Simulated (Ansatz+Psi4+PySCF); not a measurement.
# doublet LiO2: levels of theory in one basis

```xyz
3

Li    0.3000    0.3000    0.3000
O     2.0420    0.0798    0.5230
O     1.6386    1.3119    0.8633
```

Basis set: cc-pCVTZ on Li; cc-pVTZ on O (spherical functions). Correlated methods keep 2 orbitals frozen. Correlation on ROHF uses semicanonical orbitals with singles. Charge 0, multiplicity 2.

Computed with Ansatz (development build ahead of 0.2.0) and Psi4 1.11; the reference of a correlated method needn't be the lowest determinant of its kind.

```tsv
method	E − E(ROHF) (eV)	<S²> of the determinant
ROHF	0.00	0.75
UHF	-0.35	0.79
ROHF-MP2	-14.38	–
UHF-MP2	-14.26	0.79
ROHF-CCSD	-14.38	–
UHF-CCSD	-14.40	0.79
```

**Question.** What does ROHF-CCSD(T) give on the same scale?

**Answer.** -14.96 eV.

Caution for ROHF-MP2: another reference gives a lower total. Caution for ROHF-CCSD, ROHF-CCSD(T): the determinant is a saddle point.
